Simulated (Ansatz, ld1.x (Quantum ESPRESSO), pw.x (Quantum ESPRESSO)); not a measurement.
From atom to crystal: TM potential for sulfur

* Element: sulfur (S)
* Generator: ld1.x (Quantum ESPRESSO) 7.5
* Type: norm-conserving Troullier–Martins (Kleinman–Bylander form)
* Functional: LDA (PW92)
* Relativity: scalar-relativistic
* Frozen core: [Ne]
* Valence charge: 6
* Reference configuration: 3s1 3p5
* Partial waves: 3s (bound): rc 1.45 bohr; 3p (bound): rc 1.60 bohr; 3d channel at -0.2 Ry: rc 1.35 bohr
* Local potential: the d channel
* Core correction: none

Atomic tests: cutoffs needed: 25 Ry and 55 Ry (the cutoffs (Ry, on a coarse ladder) from which the occupation-weighted sum of valence levels, in a spherical-Bessel basis at the reference potential, stays within 10 and 1 mRy of its value at 400 Ry); ghost test: no extra level below or beside the all-electron valence levels (s, p, d, f tested) (spherical-Bessel basis up to 400 Ry, 20 bohr box); largest excitation error: +170 meV (all-electron minus pseudo) for 3s2 3p1, out of 7 test configurations.

Crystal test: diamond S in pw.x 7.5, no spin, 8³ k-points, Fermi–Dirac smearing 0.01 Ry, cutoffs 70/280 Ry. The reference is all-electron LAPW (Ansatz 0.2.0) with the same functional, mesh and smearing; V0 and B0 come from Birch–Murnaghan fits to the pressures at five volumes. Errors are pseudo minus all-electron; Δ is the rms difference of the E(V) curves that follow from these fits, minima aligned, over ±6 % about the mean V0. Mesh and smearing are coarse, so the numbers serve the comparison and aren't converged zero-temperature values; the lattice is a test structure that the element need not adopt.

All-electron: a0 = 5.636 Å (V0 = 22.38 Å³/atom), B0 = 52.8 GPa.

Task: How far does the potential miss the all-electron equation of state?

Result: mean pressure error (GPa): -0.81; a0 (Å): 5.608; a0 error (%): -0.51; B0 error (%): +1.1; Δ (meV/atom): 4.0. This is a poor potential for the solid.

```
V (Å³/atom)  P all-electron (GPa)  P pseudo (GPa)
     21.261                  2.97            2.04
     21.820                  1.40            0.55
     22.380                  0.01           -0.79
     22.939                 -1.24           -1.99
     23.499                 -2.36           -3.06
```

Task: At the middle volume, how do free energy and pressure move when the wave cutoff is lowered (ecutrho kept at four times it)?

Result:

```tsv
cutoff (Ry)	shift of F (meV/atom)	shift of P (GPa)
32	+136.9	+0.15
42	+87.2	-0.71
56	+17.4	-0.65
```

The run at the middle volume (29 k-points, 7 iterations) took about 33 s on one core of a shared host (Neoverse-N1, 64 threads, 498 GiB, load 24).
